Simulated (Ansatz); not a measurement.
System: bcc Ta. Method: LDA+SOC (Ansatz, a quantum-chemistry and plane-wave program, plane waves, PAW).

Numerical settings: plane-wave cutoff 520 eV, 20×20×20 k mesh, Fermi–Dirac smearing 0.1 eV, perturbation theory, PAW data made under PBE.

Computed at the level's own relaxed cell.

Harmonic phonon frequencies (cm⁻¹; i marks an imaginary mode):

| q point | frequencies |
|---|---|
| H | 172 172 172 |
| N | 92 145 150 |
| P | 130 130 130 |

No imaginary mode appears at these points.
